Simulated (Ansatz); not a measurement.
Results of the Gaussian-basis code of Ansatz.

A structure relaxed at PBE0-D4/def2-TZVP, charge 0, multiplicity 1:

```csv
atom,x (Å),y (Å),z (Å)
S1,-1.175,0.954,-0.983
Si2,0.247,-0.409,-0.155
S3,1.710,0.695,0.922
H4,-2.150,0.032,-1.060
H5,-0.483,-1.384,0.693
H6,1.031,-1.131,-1.186
H7,0.821,1.244,1.768
```

Task: Give its formula and SMILES.

Result: H4S2Si, `S[SiH2]S`.

Task: Summarise the bond lengths by kind.

Result: 2 × S–Si 2.126 to 2.137 Å; 2 × H–S 1.344 to 1.345 Å; 2 × H–Si 1.482 to 1.484 Å.
